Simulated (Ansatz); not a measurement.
# fcc Ag

All values below come from HSE06 (Ansatz, a first-principles code, PAW).

Run with plane-wave cutoff 500 eV, 10×10×10 k mesh, Fermi–Dirac smearing 0.1 eV, no spin polarisation, scalar-relativistic PAW data made under PBE.

Cell (relaxed at this level):

```yaml
crystal:
  lattice:
    - [0.00000, 2.07176, 2.07176]
    - [2.07176, 0.00000, 2.07176]
    - [2.07176, 2.07176, 0.00000]
  atoms:
    - { symbol: Ag, position: [0.00000, 0.00000, 0.00000] }
```

```yaml
volume_per_atom: 17.78 Å³/atom
equilibrium_lattice_constant_a: 4.144 Å
```

Measured, for comparison: equilibrium volume per atom 16.76 Å³/atom (static lattice: zero-point anharmonic expansion removed; as tabulated in Mejia-Rodriguez and Trickey (2018), arXiv:1807.09216); lattice constant a 4.062 Å (static lattice: zero-point anharmonic expansion removed, our sources range from 4.056 to 4.063; as tabulated in Mejia-Rodriguez and Trickey (2018), arXiv:1807.09216). Computed (rounded) less measured: equilibrium volume per atom +6.1 %, lattice constant a +2.0 % (+2.0 % to +2.2 % over the range).

Note: exact exchange on metals is sensitive to the k mesh and can open a false gap; the run warned that the count of filled bands differs between k points.

Static lattice: no zero-point or thermal effects.
